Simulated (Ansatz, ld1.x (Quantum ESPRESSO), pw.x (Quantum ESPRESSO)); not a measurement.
## Li (Z = 3): one change to the RRKJ potential, in the atom and in the bcc crystal

```
Element                 : Li
Generator               : ld1.x (Quantum ESPRESSO) 7.5
Type                    : norm-conserving RRKJ (Kleinman–Bylander form)
Functional              : PBE
Relativity              : scalar-relativistic
Frozen core             : [He]
Valence charge          : 1
Reference configuration : 2s1 2p0
Partial waves           : 2p (bound, empty): rc 4.20 bohr; 3d channel at 0.25 Ry: rc 3.60 bohr; 2s (bound): rc 3.50 bohr
Local potential         : the s channel
Core correction         : none
rho0                    : 0.02
```

Change: all radii scaled by about 0.91 (s 3.20, p 3.84, d 3.28 bohr).

Cutoffs, loose and tight: the cutoffs (Ry, on a coarse ladder) from which the occupation-weighted sum of valence levels, in a spherical-Bessel basis at the reference potential, stays within 10 and 1 mRy of its value at 400 Ry. They do not see the model core or the augmentation charge, which bear on the density cutoff. Test errors are all-electron minus pseudo excitation energies from the reference, over the configurations 2s0.5 2p0; 2s0 2p1; variants that change the core or the reference have their own tests.

Crystal test: bcc Li in pw.x 7.5, no spin, 13³ k-points, Fermi–Dirac smearing 0.01 Ry, cutoffs set for each file from its atomic test. The reference is all-electron LAPW (Ansatz 0.2.0) with the same functional, mesh and smearing; V0 and B0 come from Birch–Murnaghan fits to the pressures at five volumes. Errors are pseudo minus all-electron; Δ is the rms difference of the E(V) curves that follow from these fits, minima aligned, over ±6 % about the mean V0. Mesh and smearing are coarse, so the numbers serve the comparison and aren't converged zero-temperature values; the lattice is a test structure that the element need not adopt.

All-electron: a0 = 3.436 Å (V0 = 20.29 Å³/atom), B0 = 13.8 GPa.

Q: Does the change bring the crystal closer to the all-electron result?

A: The mean pressure error goes from -1.24 to -0.95 GPa, so the change moves the solid closer to the all-electron pressures. Neither pressure curve crosses zero within the volumes sampled, so no fits are given.

| quantity | base | changed |
| --- | --- | --- |
| outcome (atom) | generated | generated |
| cutoff, loose (atom) | 6 Ry | 6 Ry |
| cutoff, tight (atom) | 6 Ry | 6 Ry |
| bound ghosts (atom) | none | none |
| largest test error (meV) (atom) | +4.4 | +4.7 |
| cutoffs in pw.x (Ry) | 35/140 | 35/140 |
| mean pressure error (GPa) | -1.24 | -0.95 |

Base: The largest radius (4.20 bohr) exceeds half the bond length (2.82 bohr), so the spheres overlap, which is one possible source of error among others. This is a poor potential for the solid. The atomic tests give no hint of an error of this size, and its cause was not traced. Changed file: The largest radius (3.84 bohr) exceeds half the bond length (2.82 bohr), so the spheres overlap, which is one possible source of error among others. This is a poor potential for the solid. The atomic cutoffs weigh occupied waves only.
